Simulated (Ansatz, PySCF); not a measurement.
The pair A = CH4S (SMILES CS) (first 6 atoms), B = HCl (SMILES Cl); geometry from NCB31 set.
(charge 0, multiplicity 1):
```xyz
8

C     -1.448     1.156     0.019
S     -1.415    -0.660    -0.084
H     -1.466     1.517    -1.010
H     -0.553     1.535     0.510
H     -2.344     1.498     0.532
H     -1.377    -0.891     1.238
Cl     2.126     0.024     0.003
H      0.922    -0.445    -0.098
```

Cores are frozen in the correlated methods. MP2 and its Hartree–Fock in aug-cc-pV(Q+d)Z are density fitted. Rows in 6-31G* carry no dispersion term and start afresh at each structure (6-31G* with six Cartesian d functions).

Codes used: Ansatz (Gaussian orbitals); PySCF for 6-31G* rows. Values without a source in brackets are computed.

Total energies (hartree), monomers frozen at their geometry in the pair:

```
structure                 HF/6-31G*  HF/aug-cc-pV(Q+d)Z  MP2/aug-cc-pV(Q+d)Z
---------------------  ------------  ------------------  -------------------
AB                     -897.7618724        -897.8784017         -898.5049170
A in the pair's basis  -437.7003206        -437.7652584         -438.1590810
B in the pair's basis  -460.0600717        -460.1114763         -460.3370908
A                      -437.6999611        -437.7652387         -438.1587708
B                      -460.0594294        -460.1114590         -460.3368420
```

Question: Work out the interaction energy without and with the counterpoise correction, and the superposition error, for each level.

Answer: 
E(AB) − E(A) − E(B), times 627.509 kcal/mol, with the monomers in their own basis and then in the pair's basis:
- HF/6-31G*: -1.56 uncorrected, -0.93 corrected; the monomers gain 0.63 kcal/mol from borrowed functions
- HF/aug-cc-pV(Q+d)Z: -1.07 uncorrected, -1.05 corrected; the monomers gain 0.02 kcal/mol from borrowed functions
- MP2/aug-cc-pV(Q+d)Z: -5.84 uncorrected, -5.49 corrected; the monomers gain 0.35 kcal/mol from borrowed functions

Ansatz is an electronic-structure program.
